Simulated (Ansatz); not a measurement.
Structure relaxation of Ga₂Mo

Method: Ansatz, DFT PBE, scalar-relativistic, plane waves, PAW. Cutoff 420 eV, Γ-centred k mesh, Gaussian smearing, no spin polarisation in the final step.

This is the end of a relaxation of cell and atoms.

```
CELL_PARAMETERS angstrom
4.46020 0.00000 0.00000
-2.23010 3.86265 0.00000
0.00000 0.00000 2.67104
ATOMIC_POSITIONS crystal
Ga 0.33333 0.66667 0.50000
Ga 0.66667 0.33333 0.50000
Mo 0.00000 0.00000 0.00000
```

The zero of energy is the elements' standard structures at the same level; no fitted shifts are applied.

Q: What space group does it have?

A: P6/mmm (No. 191). Conventional cell: a = 4.460 Å, c = 2.671 Å. Ga has 5 Ga at 2.58–2.67 Å and 6 Mo at 2.90 Å; Mo has 2 Mo at 2.67 Å and 12 Ga at 2.90 Å.

Q: What is its formation energy per atom?

A: 0.08 eV/atom.

Q: Is it a metal?

A: Yes, bands cross the Fermi level on the 12×12×18 mesh.

The final run used a 12×12×18 mesh on its 3-atom cell and 0.10 eV smearing. For metals, differences of a few meV/atom aren't resolved. The cell came from a trial start, so Ga₂Mo may not exist in this structure.

Cost: 3 runs of about 1.4 core-minutes in all, on Arm Neoverse V1 (shared hosts).